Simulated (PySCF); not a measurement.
difluorophosphine, F2HP

Geometry:
| atom | x (Å) | y (Å) | z (Å) |
| --- | --- | --- | --- |
| F1 | 1.260 | -0.543 | 0.300 |
| P2 | -0.129 | -0.315 | -0.480 |
| F3 | -1.128 | -0.242 | 0.780 |
| H4 | 0.021 | 1.112 | -0.624 |

Theory: GIAO B3LYP/IGLO-III magnetisability, rotational g tensor and spin-rotation constants, non-relativistic, gas phase (PySCF 2.14.0). Geometry: PBE0-D3(BJ)/def2-SVP.

Task: Give the nuclear spin-rotation constants along the inertial axes (H = +C I·J) beside the isotropic shieldings.

Result: Rotational constants 23.8964, 8.5429, 6.6134 GHz.
```tsv
atom	isotope	Caa (kHz)	Cbb (kHz)	Ccc (kHz)	mean (kHz)	σ (ppm)
F1	19F	13.269	4.431	13.263	10.321	292.5
P2	31P	57.132	20.600	12.919	30.217	46.3
F3	19F	13.266	4.427	13.269	10.321	292.5
H4	1H	-1.941	-0.546	0.466	-0.674	23.3
```
For the geometry as given, no vibrational averaging.
